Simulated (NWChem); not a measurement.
System: AlCl3; SMILES [Cl][Al]([Cl])[Cl]

```xyz
4

Al     0.0000     0.0000     0.0023
Cl    -2.0288     0.4541    -0.0001
Cl     1.4076     1.5300    -0.0001
Cl     0.6212    -1.9840    -0.0001
```
Atoms are numbered in this order, from 1.

Program: NWChem. Structure relaxed at the PBE0/def2-SVP level. Ions are spin-unrestricted doublets at the neutral geometry; other ion states weren't tried.

For level PBE0/def2-SVP:

```yaml
vertical ionisation energy, ΔSCF (eV): 11.43
"−ε(HOMO) (eV)": 9.25
```

Estimate the same quantities for level PBE/def2-SVP.


- vertical ionisation energy, ΔSCF (eV): 10.80
- −ε(HOMO) (eV): 7.77
